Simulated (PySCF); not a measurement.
**Be: ionisation energy**

Be [He] 2s2 (1S) → Be⁺ [He] 2s1 (2S), as a difference of total energies. Calculation: PySCF 2.14, in Sapporo-DZP-2012; the spin-free X2C one-electron Hamiltonian (Gaussian nucleus). Correlated levels: valence: 1s2 frozen. The calculations carry no spin-orbit coupling.

Order these methods by the ionisation energy they give, lowest first.
A. MP2 (valence)
B. TPSS
C. UHF
D. CCSD (valence)

C (8.041 eV), A (8.661 eV), B (9.062 eV), D (9.252 eV).

Errors of the correlated levels include the incompleteness of this basis and the frozen core.

With two correlated electrons CCSD is exact in that space.

The coupled-cluster amplitudes are large for Be (T1 above 0.03 or a double amplitude above 0.15), so a single reference is strained.

For comparison: 9.323 eV (measured; NIST Atomic Spectra Database, ionization energies).
